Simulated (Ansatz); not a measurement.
# SF (Monosulfur monofluoride): levels of theory compared

We compute a comparison of 6 runs (UHF/3-21G, U-revPBE/cc-pVTZ, UB3LYP/cc-pVTZ, USVWN5/cc-pVTZ, RPA@PBE/cc-pVTZ, UMP2/cc-pVTZ) of SF (Monosulfur monofluoride). 

The results are computed with Ansatz 0.2.0.

40 further runs of the same task are left out: 4 that didn't finish, 36 set aside as unsound or not needed.

### 1 The structure to begin with

SF: 2 atoms, total charge 0, spin state doublet. SMILES: `F[S]`. The F1–S2 distance was set to 3.507 Å, away from the relaxed value.

### 2 A single-point energy at UHF/3-21G (run 1)

Input file in.yaml:

```yaml
crystal:
  periodic: [false, false, false]
  atoms:
    - {symbol: F, position_ang: [-0.000000, -0.000000, -1.896990]}
    - {symbol: S, position_ang: [0.000000, 0.000000, 1.610410]}
basis:
  gaussian: {orbitals: 3-21G.json}
magnetization: {spin_polarized: true, initial_magnetization: 1}
hamiltonian: {xc: hf}
accuracy: high
output: {orbitals: {seedname: orbitals}}
```

The basis set 3-21G is read from a file made from the Basis Set Exchange's data (not shown).

Command:

```console
$ ansatz run in.yaml --threads 1 --pin off --max-ram 3480MiB --events-out events.jsonl --progress --plain --runs-dir runs
```

Standard output:

```text
Warning: RAYON_NUM_THREADS=1 ignored (pool sized by the plan → 1); use --threads N
Functional definition: HF
  name "HF"
  exchange = exact_x
  correlation = 0
359 factors; integrals over basis functions are off by at most 3.9e-9 eV
mean field evaluation 1: about -13440.8814 eV, gradient 3.0e1 eV
mean field evaluation 2: about -13440.8828 eV, gradient 3.0e1 eV
mean field evaluation 4: about -13442.4291 eV, gradient 2.1e1 eV
mean field evaluation 8: about -13451.8947 eV, gradient 2.0e1 eV
mean field evaluation 16: about -13453.2318 eV, gradient 1.4e-5 eV
mean field evaluation 32: about -13452.4859 eV, gradient 1.1e-5 eV
mean field evaluation 64: about -13450.8171 eV, gradient 1.7e1 eV
mean field evaluation 96: about -13453.2196 eV, gradient 9.1e-1 eV
mean field evaluation 128: about -13453.2293 eV, gradient 5.9e-3 eV
mean field evaluation 160: about -13453.2114 eV, gradient 2.5e-2 eV
mean field evaluation 192: about -13453.1664 eV, gradient 4.1e0 eV
mean field evaluation 224: about -13452.4519 eV, gradient 2.0e0 eV
mean field evaluation 256: about -13452.4698 eV, gradient 1.9e0 eV
mean field evaluation 288: about -13453.2278 eV, gradient 2.1e-9 eV
mean field evaluation 320: about -13452.3179 eV, gradient 5.5e0 eV
mean field evaluation 352: about -13453.2149 eV, gradient 2.9e-2 eV
mean field evaluation 384: about -13453.2251 eV, gradient 2.9e-2 eV
mean field evaluation 416: about -13440.8812 eV, gradient 3.0e1 eV
mean field -13453.23181432 eV, -494.3971502483 hartree, gradient 3.0e-8 eV, S^2 1.751098; 8 other end points of the search recorded, 0 dependent functions left out
reference -13453.23181432 eV, -494.3971502483 hartree; 13, 12 occupied and 9, 10 virtual orbitals, 359 factors
Total energy: -13453.23181432 eV, -494.3971502483 hartree
```

Wall time 0.81 s (1 thread of Arm Neoverse V1, shared host).

### 3 The energy at U-revPBE/cc-pVTZ (run 2)

Input file run.yaml:

```yaml
crystal:
  periodic: [false, false, false]
  atoms:
    - {symbol: F, position_ang: [-0.000000, -0.000000, -1.896990]}
    - {symbol: S, position_ang: [0.000000, 0.000000, 1.610410]}
basis:
  gaussian: {orbitals: cc-pVTZ}
magnetization: {spin_polarized: true, initial_magnetization: 1}
hamiltonian: {xc: {name: revPBE}}
accuracy: high
output: {orbitals: {seedname: orbitals}}
```

Command:

```console
$ ansatz run run.yaml --threads 1 --pin off --max-ram 3480MiB --events-out events.jsonl --progress --plain --runs-dir runs
```

Standard output, shortened:

```text
Warning: RAYON_NUM_THREADS=1 ignored (pool sized by the plan → 1); use --threads N
Functional definition: revPBE
  name "revPBE"
[...]
722 factors; integrals over basis functions are off by at most 2.8e-9 eV
[...]
mean field -13545.43179217 eV, -497.7854369387 hartree, gradient 1.3e-8 eV, S^2 1.755941; 14 other end points of the search recorded, 0 dependent functions left out
reference -13545.43179465 eV, -497.7854370301 hartree; 13, 12 occupied and 51, 52 virtual orbitals, 722 factors
Total energy: -13545.43179465 eV, -497.7854370301 hartree
```

Run time: 31 s. Hardware: 1 thread of Arm Neoverse V1, shared host; peak memory 0.13 GiB.

### 4 A single-point energy at UB3LYP/cc-pVTZ (run 3)

Input file molecule.yaml:

```yaml
crystal:
  periodic: [false, false, false]
  atoms:
    - symbol: F
      position_ang: [-0.000000, -0.000000, -1.896990]
    - symbol: S
      position_ang: [0.000000, 0.000000, 1.610410]
basis:
  gaussian:
    orbitals: cc-pVTZ
magnetization:
  spin_polarized: true
  initial_magnetization: 1
hamiltonian:
  xc: {name: B3LYP}
accuracy: high
output:
  orbitals: {seedname: orbitals}
```

Command:

```console
$ ansatz run molecule.yaml --threads 1 --pin off --max-ram 3480MiB --events-out events.jsonl --progress --plain --runs-dir runs
```

Standard output, shortened:

```text
Warning: RAYON_NUM_THREADS=1 ignored (pool sized by the plan → 1); use --threads N
Functional definition: B3LYP
  name "B3LYP"
[...]
722 factors; integrals over basis functions are off by at most 2.8e-9 eV
[...]
mean field -13548.72100202 eV, -497.9063131712 hartree, gradient 7.8e-9 eV, S^2 1.755535; 7 other end points of the search recorded, 0 dependent functions left out
reference -13548.72102764 eV, -497.9063141126 hartree; 13, 12 occupied and 51, 52 virtual orbitals, 722 factors
Total energy: -13548.72102764 eV, -497.9063141126 hartree
```

It took 19 s on 1 thread of Arm Neoverse V1, shared host; peak memory 0.15 GiB.

Runs 4 to 5 aren't shown in full; the table further down has their settings and results.

### 5 A single-point energy at UMP2/cc-pVTZ (run 6)

Input file job.yaml:

```yaml
crystal:
  periodic: [false, false, false]
  atoms:
    - symbol: F
      position_ang: [-0.000000, -0.000000, -1.896990]
    - symbol: S
      position_ang: [0.000000, 0.000000, 1.610410]
basis:
  gaussian:
    orbitals: cc-pVTZ
magnetization:
  spin_polarized: true
  initial_magnetization: 1
correlation:
  method: mp2
  frozen_orbitals: {F: 1, S: 5}
accuracy: high
```

Command:

```console
$ ansatz run job.yaml --threads 1 --pin off --max-ram 3480MiB --events-out events.jsonl --progress --plain --runs-dir runs
```

Standard output:

```text
Warning: RAYON_NUM_THREADS=1 ignored (pool sized by the plan → 1); use --threads N
[... 32 lines left out ...]
6 core orbitals not correlated: weight in the atoms' cores, before any rotation towards them, 1.000 or more for the frozen orbitals, at most 0.000 for the correlated occupied ones
[... 2 lines left out ...]
Total energy: -13530.36863100 eV, -497.2318759758 hartree
```

Run time: 16 s. Hardware: 1 thread of Arm Neoverse V1, shared host; peak memory 0.14 GiB.

### 6 All runs side by side

| run | level | frozen core orbitals | energy (Eh) | HOMO energy (eV) | ⟨S²⟩ | wall time |
| --- | --- | --- | --- | --- | --- | --- |
| 1 | UHF/3-21G | – | -494.397150 | -9.90 | 1.751 | 0.81 s |
| 2 | U-revPBE/cc-pVTZ | – | -497.785437 | -7.20 | 1.756 | 31 s |
| 3 | UB3LYP/cc-pVTZ | – | -497.906314 | -7.81 | 1.756 | 19 s |
| 4 | USVWN5/cc-pVTZ | – | -495.852258 | -7.50 | 1.753 | 13 s |
| 5 | RPA@PBE/cc-pVTZ | 6 | -497.467448 | – | 1.755 | 39 s |
| 6 | UMP2/cc-pVTZ | 6 | -497.231876 | – | 1.765 | 16 s |

### 7 What came out

| quantity | value |
| --- | --- |
| run 6: total energy | -497.23188 Eh |
| run 6: correlation energy (6 core orbitals frozen) | -316.8 mEh |
| run 6: ⟨S²⟩ of the reference determinant | 1.765 |

In words: Totals of different functionals can't be ranked against each other. Spin contamination of the reference: run 6 ⟨S²⟩ = 1.76, run 2 ⟨S²⟩ = 1.76, run 3 ⟨S²⟩ = 1.76, run 5 ⟨S²⟩ = 1.76, run 4 ⟨S²⟩ = 1.75, run 1 ⟨S²⟩ = 1.75. Where it is this large, the reference is a mixture of spin states, and values that rest on it are in doubt. All runs together took 2 min, the longest 39 s.
